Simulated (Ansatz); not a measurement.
Loss of H2: C5H10 → C5H8 + H2

Species: C5H10 (1-pentene) `C=CCCC`, singlet; C5H8 `C=C=CCC`, singlet; H2, singlet. 

Shapes, held fixed at every level: PBE0-D4/def2-TZVP. Flexible molecules stand in one conformer, not always the lowest. Programs: Ansatz 0.2.0. Electronic energies: no zero-point or thermal term.

| level | kind | ΔE (kJ/mol) | less CCSD(T)/CBS estimate | CPU time (sum over the molecules) |
| --- | --- | --- | --- | --- |
| HF/def2-TZVPP | Hartree–Fock | +191.8 | -2.3 | – |
| r2SCAN-D4/def2-TZVPP | meta-GGA | +186.3 | -7.8 | 34 s |
| B3LYP-D4/def2-TZVPP | global hybrid | +179.2 | -14.9 | 39 s |
| wB97M-V/def2-TZVPP | range-separated hybrid | +192.8 | -1.3 | 80 s |
| B2PLYP/def2-TZVPP | double hybrid | +182.6 | -11.5 | 48 s |
| CCSD/def2-TZVPP | coupled cluster or CI | +197.5 | +3.4 | – |
| CCSD(T)/CBS estimate | coupled cluster or CI | +194.1 | 0.0 | 48 min |

The highest level, CCSD(T)/CBS estimate, gives ΔE = +194.1 kJ/mol; the levels span +179.2 to +197.5. The column of differences is taken from that level and isn't an error. No measured value is set beside it here. The CBS estimate extrapolates MP2 from def2-TZVPP and def2-QZVPP and adds CCSD(T) − MP2 in the triple-zeta set, cores frozen; for H2 it overshoots the exact energy by about 1 mEh. Times are processor times on shared x86 and Arm servers, and rough.
